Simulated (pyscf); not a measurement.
7 gas-phase steps of one pattern: four-centre exchange on the singlet surface, Ge–O + H–H or H–H + O–Si or H–H + S–Si or H–H + S–Sn broken and Ge–H + H–O or H–O + H–Si or H–S + H–Si or H–S + H–Sn formed. PySCF, gas phase, ωB97X-D3(BJ)/def2-SVP geometries. Electronic energies in kcal/mol, from the separated reactants; ΔE‡ at ωB97M-D3(BJ)/def2-TZVP, beside the barrier at PBE/def2-TZVP on the same structures. Rows were drawn at random from the steps of this pattern with a verified saddle, stable references and no exit in the data more than 5 kcal/mol lower.

```csv
row,step,ΔE‡(PBE),ΔE‡
1,HO–GeH₂–F + H₂ → F–GeH₃ + H₂O,37.2,42.4
2,HS–SnH₃ + H₂ -> SnH₄ + H₂S,42.7,?
3,H₂N–SiH(NH₂)–SH + H₂ → H₂N–SiH₂–NH₂ + H₂S,43.1,50.1
4,H₃Si–O–B(Cl)–Cl + H₂ → HO–B(Cl)–Cl + SiH₄,49.9,57.0
5,HO–SiH₂–AsH₂ + H₂ → H₃Si–AsH₂ + H₂O,44.7,50.9
6,H₂N–Si(OH)(Cl)–Cl + H₂ → H₂N–SiH(Cl)–Cl + H₂O,48.9,55.5
7,HO–SiH₂–O–SiH₃ + H₂ → H₃Si–O–SiH₃ + H₂O,50.3,56.5
```

**Question.** Fit ΔE‡ = a + b·ΔE‡(PBE) to the other rows and predict row 2.

**Answer.** Over the 6 complete rows the means are +45.7 (ΔE‡(PBE)) and 52.1 (ΔE‡); least squares gives b = 1.09 and a = 2.3 kcal/mol, with residuals of 0.5 kcal/mol (root mean square; largest 0.8, row 3). For row 2: 2.3 + 1.09 × (+42.7) = 48.8 kcal/mol. The computed barrier is 51.0 kcal/mol, 2.2 over the line. The line follows the complete rows closely but misses this one by more than their scatter. Each barrier is that of the saddle found. Elements up to Kr have no core potential and no relativistic terms here. Elements past Kr carry the def2 core potentials, without spin-orbit coupling.
